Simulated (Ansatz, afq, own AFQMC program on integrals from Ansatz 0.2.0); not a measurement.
Two steps: Ansatz 0.2.0 writes the Fock matrix and Cholesky factors of the valence space, and afq projects on them the lowest state that overlaps trial and start.

```yaml
crystal:
  periodic: [false, false, false]
  atoms:
    - {symbol: Se, position_ang: [0.000000, 0.000000, 0.000000]}
basis:
  gaussian: {orbitals: aug-cc-pVTZ}
magnetization: {spin_polarized: true, initial_magnetization: 4}
correlation: {method: ccsd_t, electrons: outside_noble_gas, hamiltonian_folder: ham}
```

```sh
$ ansatz run in.yaml --threads 1 --pin off --events-out ev --progress --plain --max-ram 16896MiB --backend cuda --devices 0, --max-vram 18GiB
```

afq runs on the folder ham with

```
--method phaseless --trial hf --walkers 4000 --populations 20 --least-time 40 --time-step 0.005 --steps-per-block 20 --equilibration-blocks 112 --max-blocks 4000 --target-error 0.0007499999999999999 --factor-cut 1e-05 --start spin_pure --seed 6210 --taylor-order 6
```

Times are imaginary, in 1/Eh. The walk had a cap of 55 s. With eight or more populations the least sampling time is a fifth of least-time, and the error comes from their spread. Filled inner d shells are frozen with the cores.

Log:

```
orbitals 45  electrons 5 1  factors 299 of 371
reference energy -2399.67420800 Eh
CCSD correlation -0.10273278 Eh in 6 cycles, weight of the determinant in the CISD state 0.9423
energy of the start -2399.674208 Eh
 block  time / (1/Eh)  mean weight  energy / Eh
     1     0.100  1.0002  -2399.693746
     2     0.200  1.0008  -2399.708717
     3     0.300  1.0007  -2399.720575
     4     0.400  1.0007  -2399.730904
     5     0.500  1.0005  -2399.738318
     8     0.800  1.0005  -2399.754501
    13     1.300  1.0000  -2399.768632
    25     2.500  1.0001  -2399.781108
    37     3.700  1.0000  -2399.781092
    49     4.900  1.0002  -2399.781299
    61     6.100  1.0001  -2399.786919
    73     7.300  1.0000  -2399.781701
    85     8.500  1.0001  -2399.781625
    97     9.700  1.0001  -2399.780206
   109    10.900  1.0000  -2399.780602
   121    12.100  1.0000  -2399.779159
   133    13.300  0.9998  -2399.781390
   145    14.500  1.0000  -2399.779297
   157    15.700  1.0000  -2399.779565
   169    16.900  1.0000  -2399.780764
   181    18.100  1.0000  -2399.778492
   189    18.900  1.0000  -2399.780131
error from the spread of 20 populations
energy -2399.780171 +/- 0.000548 Eh
(rows thinned)
```

The run passed its tests (sampling time, drift between the halves within three errors, error under three times the target), which doesn't prove that it has relaxed.

Against this walk (error 14.9 meV) on the same determinant: CCSD(T) 14.6 meV lower (within the noise), CCSDT(Q) 35.2 meV lower, a separate phaseless walk with a CISD trial and standard settings 29.7 ± 15.0 meV lower (within the noise). The error is statistical and leaves out the bias of the constraint.

Cautions: constraint bias not in the error; no relativity below Rb; no spin-orbit coupling; inner d shell frozen; another spin lies lower (by 5.88 eV).

The walk took 20 s on 1 × NVIDIA H100 80GB HBM3 with 2 threads of AMD EPYC 7R13 Processor (Zen 3), on a shared host (the card was shared). The log's last line is the phaseless energy.

CCSDT and higher add their correlation energy to the determinant of the CCSD(T) run, since their own runs factorise the integrals more tightly (a shift of under 2 meV). A walk keeps the symmetry of its determinant, which the program's search chose and which needn't be the lowest solution, so a lower state of the same spin and another symmetry isn't excluded.
